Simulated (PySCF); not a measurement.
Spin states of BS⁺

Unrestricted PBE0; basis B STO-3G, S STO-3G; no relativity; PySCF 2.14. Outer shells of the fragments: B+ 2s2; S 3s2 3p4.

Followed along the bond (rough minima from three points):

```tsv
2Ms+1	unpaired	⟨S²⟩ at the start	R at minimum (Å)	Te (eV)
3	σ ↑, π ↑	2.01	1.72	0.00
1	σ ↑, π ↓	1.07	1.73	0.16
1	none	0.00	1.58	0.31
```

Solutions found at the starting distance of 1.900 Å, counted from the lowest of them; the search is not exhaustive and high or unbound solutions are not listed, so other states can lie among these:

```json
{"2Ms+1": "3", "unpaired": "σ ↑, π ↑", "term": "³Π", "E (eV)": "0.00", "⟨S²⟩": "2.01", "⟨Lz²⟩": "1.02", "μ (D)": "-2.95"}
{"2Ms+1": "1", "unpaired": "σ ↑, π ↓", "term": "mixed", "E (eV)": "0.14", "⟨S²⟩": "1.07", "⟨Lz²⟩": "1.00", "μ (D)": "-2.95"}
{"2Ms+1": "1", "unpaired": "none", "term": "¹Σ⁺", "E (eV)": "1.62", "⟨S²⟩": "0.00", "⟨Lz²⟩": "0.00", "μ (D)": "-4.22"}
{"2Ms+1": "3", "unpaired": "π ↑↑", "term": "³Σ⁻", "E (eV)": "1.67", "⟨S²⟩": "2.01", "⟨Lz²⟩": "0.00", "μ (D)": "-0.02"}
{"2Ms+1": "1", "unpaired": "π ↑↓", "term": "mixed", "E (eV)": "2.24", "⟨S²⟩": "1.00", "⟨Lz²⟩": "2.00", "μ (D)": "0.03"}
{"2Ms+1": "3", "unpaired": "σ ↑, π ↑↑↓", "term": "mixed", "E (eV)": "3.57", "⟨S²⟩": "3.00", "⟨Lz²⟩": "3.00", "μ (D)": "-0.71"}
{"2Ms+1": "1", "unpaired": "none", "term": "mixed", "E (eV)": "3.74", "⟨S²⟩": "0.00", "⟨Lz²⟩": "2.00", "μ (D)": "0.21"}
{"2Ms+1": "3", "unpaired": "π ↑↑", "term": "mixed", "E (eV)": "3.81", "⟨S²⟩": "2.11", "⟨Lz²⟩": "2.00", "μ (D)": "-3.66"}
{"2Ms+1": "3", "unpaired": "σ ↑↑", "term": "³Σ⁺", "E (eV)": "3.92", "⟨S²⟩": "2.21", "⟨Lz²⟩": "0.00", "μ (D)": "-1.95"}
{"2Ms+1": "1", "unpaired": "σ ↑, π ↑↓↓", "term": "mixed", "E (eV)": "4.82", "⟨S²⟩": "2.01", "⟨Lz²⟩": "3.00", "μ (D)": "-0.24"}
{"2Ms+1": "3", "unpaired": "σ ↑, π ↑", "term": "mixed", "E (eV)": "5.35", "⟨S²⟩": "2.00", "⟨Lz²⟩": "3.00", "μ (D)": "-0.70"}
{"2Ms+1": "3", "unpaired": "σ ↑↑, π ↑↓", "term": "mixed", "E (eV)": "7.03", "⟨S²⟩": "3.00", "⟨Lz²⟩": "2.00", "μ (D)": "-0.81"}
```

A term symbol is given only where ⟨S²⟩ and ⟨Lz²⟩ are close to those of a pure state; real π, δ and φ orbitals otherwise mix terms. A positive dipole points towards S; it is taken about the centre of mass and depends on that origin.

Counting both spins, an empty level lies below a filled one in some of these solutions, because spin and occupation are held. STO-3G is very small, so such numbers show the basis as much as the molecule.
